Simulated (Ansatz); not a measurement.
```xyz
14

C     1.560   -0.293   -0.803
Si   -0.017   -0.445    0.196
C    -1.513   -0.221   -0.910
C    -0.036    0.818    1.579
H     2.441   -0.441   -0.173
H     1.593   -1.037   -1.603
H     1.638    0.697   -1.261
H    -0.071   -1.812    0.798
H    -1.511    0.770   -1.372
H    -2.441   -0.325   -0.344
H    -1.525   -0.964   -1.712
H     0.822    0.688    2.244
H     0.001    1.835    1.179
H    -0.943    0.729    2.183
```

Charge 0, multiplicity 1.

(1) List the ωB97M-V/def2-TZVPP orbital energies in eV (Ansatz). (An estimate is asked.)

Results:

(1) Computed: Occupied: -1806.27, -280.69, -280.69, -280.69, -147.34, -101.46, -101.44, -101.44, -22.73, -21.68, -21.68, -15.92, -14.24, -13.91, -13.91, -13.38, -13.38, -13.07, -10.89, -10.80, -10.80. Lowest empty: 2.47, 2.97, 2.97, 3.79, 4.38, 4.38, 4.75, 5.04.
